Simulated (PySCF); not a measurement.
disilane (H6Si2), SMILES [SiH3][SiH3]. Heavy atoms are numbered as in [SiH3:1][SiH3:2]. Hydrogens are named by the atom that carries them.

The structure is a stationary point at B3LYP-D3(BJ)/def2-TZVP.

All values below come from HF/def2-TZVPD (PySCF).

Mulliken values depend strongly on the basis, most of all with diffuse functions as here. Atomic charges (e), one atom of each kind:

```json
[
 {"atom": "Si1 (SiH3)", "Mulliken": "0.07", "meta-Löwdin": "0.38"},
 {"atom": "H on Si1", "Mulliken": "-0.02", "meta-Löwdin": "-0.13"}
]
```
